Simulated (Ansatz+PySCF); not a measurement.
Results of a calculation; reference values are marked as such.
Several solutions for singlet H₂ClO(-)

```yaml
atoms:
  - { symbol: O, position_ang: [0.0000, -0.3431, -1.9141] }
  - { symbol: H, position_ang: [0.0000, -0.4318, -0.9200] }
  - { symbol: Cl, position_ang: [0.0000, 0.1504, 1.0690] }
  - { symbol: H, position_ang: [0.0000, 0.6200, -1.9401] }
```

Basis set: def2-SVP (spherical functions). Charge -1, multiplicity 1.

CASSCF(2,2) was run from several starts with Ansatz (development build ahead of 0.2.0) and PySCF 2.14.0. The starts are those of the Hartree–Fock orbitals from which the active space was taken at the frontier.

```json
{"run": "A", "program": "Ansatz", "start": "stability test followed", "converged": "yes", "energy (hartree)": "-535.36859", "<S²>": "0.00"}
{"run": "B", "program": "PySCF", "start": "program defaults", "converged": "yes", "energy (hartree)": "-535.36162", "<S²>": "0.00"}
{"run": "C", "program": "Ansatz", "start": "search for the lowest state", "converged": "yes", "energy (hartree)": "-535.38296", "<S²>": "0.00"}
{"run": "D", "program": "Ansatz", "start": "atomic start, no search", "converged": "yes", "energy (hartree)": "-535.36791", "<S²>": "0.00"}
```

Which runs reached the lowest solution of this kind, and what is wrong with the others?

C reached the lowest solution found. Converged but too high: A by 0.39 eV, B by 0.58 eV, D by 0.41 eV. Convergence only shows a stationary point; in CASSCF the end hangs on which orbitals enter the active space. Caution: no diffuse functions for an anion. Caution: other starts end on other solutions of this active space.
